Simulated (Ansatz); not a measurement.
**Relaxing Rb₃Sr**

Theory: Ansatz, DFT PBE, scalar-relativistic, plane waves, PAW. Cutoff 420 eV, Γ-centred k mesh, Gaussian smearing, no spin polarisation in the final step.

This is the end of a relaxation of cell and atoms.

```
CELL_PARAMETERS angstrom
9.67647 0.00000 0.00000
-4.83823 8.38007 0.00000
0.00000 0.00000 7.91131
ATOMIC_POSITIONS crystal
Rb 0.82958 0.65915 0.25000
Rb 0.17042 0.82958 0.75000
Rb 0.34085 0.17042 0.25000
Rb 0.17042 0.34085 0.75000
Rb 0.82958 0.17042 0.25000
Rb 0.65915 0.82958 0.75000
Sr 0.33333 0.66667 0.25000
Sr 0.66667 0.33333 0.75000
```

Formation energies are uncorrected and refer to the elements' standard structures at the same level.

(1) What space group does it have?

(2) What is its formation energy per atom?

(3) Is it a metal?

Results:

(1) P6_3/mmc (No. 194). Conventional cell: a = 9.676 Å, c = 7.911 Å. Around Rb lie 8 Rb at 4.73–4.95 Å and 4 Sr at 4.81–4.84 Å; around Sr lie 12 Rb at 4.81–4.84 Å.

(2) 0.13 eV/atom.

(3) Yes, bands cross the Fermi level on the 6×6×6 mesh.

The final run used a 6×6×6 mesh on its 8-atom cell and 0.10 eV smearing. For metals, differences of a few meV/atom aren't resolved. The cell came from a trial start, so Rb₃Sr may not exist in this structure.

Cost: 3 runs of about 4.9 core-minutes in all, on Arm Neoverse V2 (shared hosts).